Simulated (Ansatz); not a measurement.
Ideal-gas functions of H2Mg, SMILES `[MgH2]` at 500 K and 1 bar, from an Ansatz frequency run at PBE0-D4/def2-TZVP.

Molar mass 26.32 g/mol, point group D∞h (symmetry number 2), electronic degeneracy 1, moments of inertia 5.856 u Å². Harmonic wavenumbers (cm⁻¹, unscaled): 453, 453, 1607, 1637.

Use S(trans) = R[1.5 ln M + 2.5 ln T − 1.1517]; rotational temperatures θ = 24.2544 K / I; S(rot) = R[ln(T/σθ) + 1]; for each mode x = 1.438777 ν̃/T, S = R[x/(eˣ − 1) − ln(1 − e⁻ˣ)] and H = RT x/(eˣ − 1); 1 cm⁻¹ = 0.0119627 kJ/mol; R = 8.31446 J/(mol·K).

**Question.** By hand: the entropy, in J/(mol·K).

**Answer.** Translation 160.4. Rotation: θ = 4.1418 K, giving 42.4. Vibration, mode by mode: 6.68, 6.68, 0.46, 0.43, in all 14.2. Electronic 0.0. Sum 217.0 J/(mol·K).

**Question.** By hand: H − E and G − E in kJ/mol, counted from the electronic energy.

**Answer.** Zero-point energy ½ × 4150 × 0.0119627 = 24.8; thermal vibration 4.4; translation, rotation and pV give 3.5 RT = 14.6. H − E = 43.8 kJ/mol, and G − E = 43.8 − 500 × 217.0/1000 = -64.7 kJ/mol.

Vibration gives 7 % of the entropy.
